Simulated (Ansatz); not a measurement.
**CS (carbon monosulfide) at 6 levels**

Aim: a comparison of 6 runs (UHF/STO-3G, UB3LYP/STO-3G, UPBE0/STO-3G, BCCD(T)/STO-3G, UCCSD(T)/STO-3G, FCI/STO-3G) of CS (carbon monosulfide). 

Program for the calculation: Ansatz 0.2.0.

52 further runs of the same task are left out: 14 that didn't finish, 38 set aside as unsound or not needed.

## (1) The molecule

CS: 2 atoms, total charge 0, spin state singlet. As SMILES, `[C-]#[S+]`. The S2–C1 distance was set to 1.919 Å, away from the relaxed value.

Bond lengths: C1–S2 1.919 Å.

## (2) A single-point energy at UHF/STO-3G (run 1)

Input file job.yaml:

```yaml
crystal:
  periodic: [false, false, false]
  atoms:
    - {symbol: C, position_ang: [0.000000, 0.000000, -0.383759]}
    - {symbol: S, position_ang: [0.000000, 0.000000, 1.534941]}
basis:
  gaussian:
    orbitals: STO-3G
accuracy: high
hamiltonian:
  xc: hf
magnetization:
  spin_polarized: true
  initial_magnetization: 0
```

Run with:

```console
ansatz run job.yaml --threads 1 --pin off --max-ram 2610MiB --events-out events.jsonl --progress --plain --runs-dir runs
```

Log:

```text
Warning: RAYON_NUM_THREADS=1 ignored (pool sized by the plan → 1); use --threads N
Functional definition: HF
  name "HF"
  exchange = exact_x
  correlation = 0
224 factors; integrals over basis functions are off by at most 1.6e-8 eV
mean field evaluation 1: about -11704.8314 eV, gradient 2.4e1 eV
mean field evaluation 2: about -11704.8437 eV, gradient 2.4e1 eV
mean field evaluation 4: about -11710.0967 eV, gradient 2.7e0 eV
mean field evaluation 8: about -11710.2458 eV, gradient 7.2e-4 eV
mean field evaluation 16: about -11710.3007 eV, gradient 1.1e0 eV
mean field evaluation 32: about -11711.5634 eV, gradient 1.2e-8 eV
mean field evaluation 64: about -11711.5634 eV, gradient 2.9e-6 eV
mean field evaluation 96: about -11711.7206 eV, gradient 1.5e0 eV
mean field evaluation 128: about -11711.8813 eV, gradient 4.9e-3 eV
mean field evaluation 160: about -11709.0677 eV, gradient 5.9e0 eV
mean field evaluation 192: about -11710.2408 eV, gradient 1.0e-6 eV
mean field -11711.87982599 eV, -430.4036450078 hartree, gradient 6.9e-8 eV, S^2 0.990001; 10 other end points of the search recorded, 0 dependent functions left out
reference -11711.87982599 eV, -430.4036450078 hartree; 11, 11 occupied and 3, 3 virtual orbitals, 224 factors
Total energy: -11711.87982599 eV, -430.4036450078 hartree
```

It took 0.2 s on 1 thread of Intel Xeon 6975P-C (Granite Rapids), shared host.

## (3) The energy at UB3LYP/STO-3G (run 2)

Input file input.yaml:

```yaml
basis:
  gaussian:
    orbitals: STO-3G
crystal:
  periodic: [false, false, false]
  atoms:
    - {symbol: C, position_ang: [0.000000, 0.000000, -0.383759]}
    - {symbol: S, position_ang: [0.000000, 0.000000, 1.534941]}
magnetization:
  spin_polarized: true
hamiltonian:
  xc: {name: B3LYP}
accuracy: high
```

Run with:

```console
ansatz run input.yaml --threads 1 --pin off --max-ram 2610MiB --events-out events.jsonl --progress --plain --runs-dir runs
```

Log:

```text
Warning: RAYON_NUM_THREADS=1 ignored (pool sized by the plan → 1); use --threads N
Functional definition: B3LYP
  name "B3LYP"
  parameter a0 = 0.2
  parameter ax = 0.72
  parameter ac = 0.81
  exchange = (1 - a0 - ax)*slater_x + ax*b88_x + a0*exact_x
  correlation = (1 - ac)*vwn_rpa_c + ac*lyp_c
224 factors; integrals over basis functions are off by at most 1.6e-8 eV
mean field evaluation 1: about -11734.0017 eV, gradient 8.4e0 eV
mean field evaluation 2: about -11713.3314 eV, gradient 6.3e1 eV
mean field evaluation 4: about -11734.4585 eV, gradient 4.0e-2 eV
mean field evaluation 8: about -11734.4224 eV, gradient 6.6e-3 eV
mean field evaluation 16: about -11734.4224 eV, gradient 9.6e-9 eV
mean field evaluation 32: about -11734.2358 eV, gradient 2.4e0 eV
mean field -11734.43748510 eV, -431.2326236899 hartree, gradient 2.6e-8 eV, S^2 0.185062; 4 other end points of the search recorded, 0 dependent functions left out
reference -11734.43750366 eV, -431.2326243722 hartree; 11, 11 occupied and 3, 3 virtual orbitals, 224 factors
Total energy: -11734.43750366 eV, -431.2326243722 hartree
```

It took 0.85 s on 1 thread of Intel Xeon 6975P-C (Granite Rapids), shared host; peak memory 0.11 GiB.

Runs 3 to 5 aren't shown in full; the table further down has their settings and results.

## (4) The energy at FCI/STO-3G (run 6)

Input file in.yaml:

```yaml
crystal:
  periodic: [false, false, false]
  atoms:
    - {symbol: C, position_ang: [0.000000, 0.000000, -0.383759]}
    - {symbol: S, position_ang: [0.000000, 0.000000, 1.534941]}
basis:
  gaussian: {orbitals: STO-3G}
accuracy: high
correlation: {method: fci, frozen_orbitals: {C: 1, S: 5}}
```

Run with:

```console
ansatz run in.yaml --threads 1 --pin off --max-ram 2610MiB --events-out events.jsonl --progress --plain --runs-dir runs
```

Log, shortened:

```text
Warning: RAYON_NUM_THREADS=1 ignored (pool sized by the plan → 1); use --threads N
Functional definition: HF
  name "HF"
[...]
224 factors; integrals over basis functions are off by at most 1.6e-8 eV
[...]
mean field -11710.24081168 eV, -430.3434123431 hartree, gradient 1.3e-8 eV, S^2 0.000000; 0 other end points of the search recorded, 0 dependent functions left out; unrestricted orbitals would lower it
unrestricted determinant -11711.87982599 eV, -430.4036450077 hartree, S^2 0.9900
6 core orbitals not correlated: weight in the atoms' cores, before any rotation towards them, 1.000 or more for the frozen orbitals, at most 0.000 for the correlated occupied ones
reference -11710.24081168 eV, -430.3434123431 hartree; 5, 5 occupied and 3, 3 virtual orbitals, 224 factors
state -11715.49138110 eV, -430.5363672101 hartree
Total energy: -11715.49138110 eV, -430.5363672101 hartree
```

Wall time 0.14 s (1 thread of Intel Xeon 6975P-C (Granite Rapids), shared host).

## (5) Overview of the runs

```
run            level  frozen core orbitals  energy (Eh)   ⟨S²⟩  wall time
  1       UHF/STO-3G                     –  -430.403645  0.990      0.2 s
  2    UB3LYP/STO-3G                     –  -431.232624  0.185     0.85 s
  3     UPBE0/STO-3G                     –  -431.052175  0.325        1 s
  4   BCCD(T)/STO-3G                     6  -430.534911      –     0.14 s
  5  UCCSD(T)/STO-3G                     6  -430.531429  0.990     0.52 s
  6       FCI/STO-3G                     6  -430.536367      –     0.14 s
```

## (6) Summary of results

```
                                          quantity          value
                               run 6: total energy  -430.53637 Eh
run 6: correlation energy (6 core orbitals frozen)     -193.0 mEh
```

In words: Against full CI in this basis: UHF +132.7 mEh; BCCD(T) +1.5 mEh; UCCSD(T) +4.9 mEh. Totals of different functionals can't be ranked against each other. In run 4 the log says that unrestricted orbitals would lower the reference, so the values rest on an unstable closed-shell determinant (other closed-shell runs at this shape may share the fault). In runs 1, 2, 3, 4, 5, 6 the basis is minimal, so the values are rough. Spin contamination of the reference: run 1 ⟨S²⟩ = 0.99, run 5 ⟨S²⟩ = 0.99, run 3 ⟨S²⟩ = 0.33, run 2 ⟨S²⟩ = 0.19. Where it is this large, the reference is a mixture of spin states, and values that rest on it are in doubt. All runs together took 2.9 s, the longest 1 s.
